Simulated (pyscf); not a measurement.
Structures and frequencies: ωB97X-D3(BJ)/def2-SVP in PySCF.

**Question.** O=Ru(=O)(=O)(OH)–F → O=Ru(=O)(=O)=O + HF
Surface: singlet. Broken: F–Ru, H–O. Formed: F–H. Give ΔE‡ and ΔE from PBE0-D3(BJ)/def2-TZVP, relative to the reactant's lowest minimum found.

**Answer.** ΔE‡ = 0.25 eV, ΔE = -0.80 eV. ωB97M-D3(BJ)/def2-TZVP gives 0.29 eV and -0.84 eV. Zero-point energy shifts the barrier by -0.11 eV. It is an elimination, with an imaginary mode of 827i cm⁻¹. This is the saddle that the search found; another between the same sides may lie lower. One closed-shell reference is unstable to symmetry breaking; treat the single-reference values with care. Elements past Kr carry the def2 core potentials, without spin-orbit coupling.
